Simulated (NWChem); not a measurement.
# UHF/cc-pVTZ (tol2e 1e-12) run of BF2 (SMILES F[B]F)

What is the vertical ionisation energy of BF2 at UHF/cc-pVTZ (tol2e 1e-12)? 

The calculation is run with NWChem 7.3.0.

2 further runs of the same task are left out: 2 that didn't finish.

**1. Starting point**

BF2: 3 atoms, total charge 0, spin state doublet. As SMILES, `F[B]F`. Geometry: relaxed at PBE0-D4/def2-TZVP.

Bond lengths: F1–B2 1.306 Å, B2–F3 1.306 Å. Angles: F1–B2–F3 121.1°.

**2. The energy at UHF/cc-pVTZ (tol2e 1e-12)**

Input file work.nw:

```
START work
TITLE "BF2 energy"
memory 2200 mb
GEOMETRY units angstroms noautosym nocenter noautoz
   F        0.513100      -1.044300       0.160000
   B        0.279000       0.240500       0.181300
   F       -0.802900       0.738900      -0.354600
END
BASIS "ao basis" spherical bse
   * library cc-pVTZ
END
SCF
   doublet
   uhf
   thresh 1e-08
   maxiter 80
   tol2e 1e-12
   print low
END
TASK scf energy
```

Run with:

```console
$ nwchem work.nw > work.out
```

Output:

```text
[...]
  functions       =    90
[...]
  wavefunction    = UHF
[...]
         Total SCF energy =   -223.707421790569
      One electron energy =   -421.309660596838
      Two electron energy =    142.299950502765
 Nuclear repulsion energy =     55.302288303504
                       Sz =      0.5000
                 Sz(Sz+1) =      0.7500
                      S^2 =      0.7522
[...]
```

Wall time 25 s (1 thread of Intel Xeon Platinum 8259CL at 2.50GHz (Skylake/Cascade Lake), shared host); peak memory 0.1 GiB.

**3. The singlet cation**

Input file mymol.nw:

```
start mymol
memory 2200 mb
charge 1

geometry units angstroms noautosym nocenter noautoz
  F     0.513100   -1.044300    0.160000
  B     0.279000    0.240500    0.181300
  F    -0.802900    0.738900   -0.354600
end

basis spherical bse
  * library cc-pVTZ
end

scf
  thresh 1e-08
  maxiter 80
  tol2e 1e-12
  noprint "final vectors analysis"
end

task scf energy
```

Run with:

```console
$ nwchem mymol.nw > mymol.out
```

Output:

```text
[...]
  functions       =    90
[...]
  wavefunction    = RHF
[...]
         Total SCF energy =   -223.324949731356
      One-electron energy =   -413.582014630993
      Two-electron energy =    134.954776596132
 Nuclear repulsion energy =     55.302288303504
        Time for solution =     17.2s
[...]
```

Wall time 18 s (1 thread of Intel Xeon Platinum 8259CL at 2.50GHz (Skylake/Cascade Lake), shared host); peak memory 0.1 GiB.

**4. Results**

Level: UHF/cc-pVTZ (tol2e 1e-12).

```
                                          quantity          value
                         doublet BF2: total energy  -223.70742 Eh
                                 doublet BF2: ⟨S²⟩          0.752
                      singlet cation: total energy  -223.32495 Eh
vertical ionisation energy (to the singlet cation)      10.408 eV
```

**Reading.** The vertical ionisation energy comes to 10.41 eV (1004 kJ/mol). Only the singlet of the ionised species was computed; a triplet could lie lower.
